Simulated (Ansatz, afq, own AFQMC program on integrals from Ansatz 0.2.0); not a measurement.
AFQMC on a folder of integrals that Ansatz 0.2.0 wrote.

```yaml
crystal:
  periodic: [false, false, false]
  atoms:
    - {symbol: B, position_ang: [0.000000, 0.000000, 0.373763]}
    - {symbol: C, position_ang: [0.000000, 0.000000, -1.926237]}
    - {symbol: H, position_ang: [0.000000, 0.000000, 1.552475]}
basis:
  gaussian: {orbitals: 6-31G}
magnetization: {spin_polarized: false, initial_magnetization: 2}
correlation: {method: ccsd_t, electrons: outside_noble_gas, hamiltonian_folder: ham}
```

```sh
$ ansatz run in.yaml --threads 1 --pin off --events-out ev --progress --plain --max-ram 24576MiB --backend cuda --devices 0, --max-vram 18GiB
```

afq runs on the folder ham with

```
--method phaseless --trial cisd --walkers 4000 --populations 20 --least-time 60 --time-step 0.005 --steps-per-block 50 --equilibration-blocks 40 --max-blocks 4000 --target-error 0.00034 --factor-cut 1e-05 --start spin_pure --seed 6087 --release-times 0.24,0.51,0.99,1.62,2.4 --release-step 0.03 --release-every 3 --taylor-order 6
```

Times are imaginary, in 1/Eh. The walk had a cap of 122 s. With eight or more populations the least sampling time is a fifth of least-time, and the error comes from their spread.

```
orbitals 18  electrons 5 3  factors 104 of 285
reference energy -62.80663103 Eh
CCSD correlation -0.11782907 Eh in 17 cycles, weight of the determinant in the CISD state 0.7299
energy of the start -62.924465 Eh
 block  time / (1/Eh)  mean weight  energy / Eh
     1     0.250  0.9998  -62.923956
     2     0.500  0.9999  -62.924410
     3     0.750  0.9999  -62.925041
     4     1.000  0.9998  -62.925841
     5     1.250  0.9999  -62.926637
     7     1.750  0.9999  -62.927683
     9     2.250  1.0001  -62.928376
    11     2.750  0.9999  -62.928571
    15     3.750  1.0000  -62.929760
    19     4.750  0.9997  -62.930363
    23     5.750  0.9998  -62.930367
    27     6.750  0.9997  -62.930594
    31     7.750  0.9999  -62.931042
    35     8.750  1.0003  -62.930900
    39     9.750  0.9999  -62.930286
    43    10.750  1.0000  -62.930162
    47    11.750  0.9999  -62.929057
    51    12.750  1.0001  -62.927971
    55    13.750  0.9995  -62.925474
    59    14.750  0.9999  -62.929285
    63    15.750  0.9997  -62.928526
    67    16.750  1.0001  -62.926417
    71    17.750  1.0000  -62.934037
    75    18.750  1.0002  -62.927874
    79    19.750  1.0000  -62.927855
    83    20.750  0.9999  -62.929825
    87    21.750  1.0002  -62.928524
    89    22.250  1.0000  -62.927786
error from the spread of 20 populations
released: time / (1/Eh)  energy / Eh  error  mean overlap
  0.24  -62.929721  0.000309  0.9971
  0.51  -62.930369  0.000320  0.9972
  0.99  -62.931288  0.000509  0.9974
  1.62  -62.931641  0.000372  0.9989
  2.40  -62.932495  0.000505  1.0044
energy -62.928939 +/- 0.000340 Eh
(rows thinned)
```

Problem. Estimate how long the walk took on 1 × NVIDIA H100 80GB HBM3 with 2 threads of AMD EPYC 7R13 Processor (Zen 3) (shared host) (the card was shared).

Solution. 22 s of wall time.

The run passed its tests (sampling time, drift between the halves within three errors, error under three times the target), which doesn't prove that it has relaxed.

Against this walk (error 9.2 meV) on the same determinant: CCSD(T) 32.1 meV lower, CCSDT(Q) 148.6 meV lower, CCSDTQ 126.6 meV lower, full CI 126.2 meV lower. The error is statistical and leaves out the bias of the constraint. The released energies are still falling (meV from the phaseless value at times in 1/Eh: -21 ± 8 at 0.24, -39 ± 9 at 0.51, -64 ± 14 at 0.99, -74 ± 10 at 1.62, -97 ± 14 at 2.40), so they give no level; they do show a bias of the constraint, and the last of them that isn't too noisy lies 29 meV above full CI. Full CI is exact here, so the walk's 126 meV above it is the walk's own error: the bias of the constraint with this trial. The determinant is a poor start (see the cautions), so the low cluster orders aren't to be relied on, and full CI is the sure value.

Cautions: constraint bias not in the error; lower spins were not checked; a spin-contaminated unrestricted determinant lies lower (UHF 97 meV lower, ⟨S²⟩ 2.23); strong correlation (T1 0.100, weight of the determinant 0.73, largest double 0.13); CCSD(T) is in doubt: in a space of 8 electrons in 9 natural orbitals full CI lies 81 meV below it.

CCSDT and higher add their correlation energy to the determinant of the CCSD(T) run, since their own runs factorise the integrals more tightly (a shift of under 2 meV). A walk keeps the symmetry of its determinant, which the program's search chose and which needn't be the lowest solution, so a lower state of the same spin and another symmetry isn't excluded.
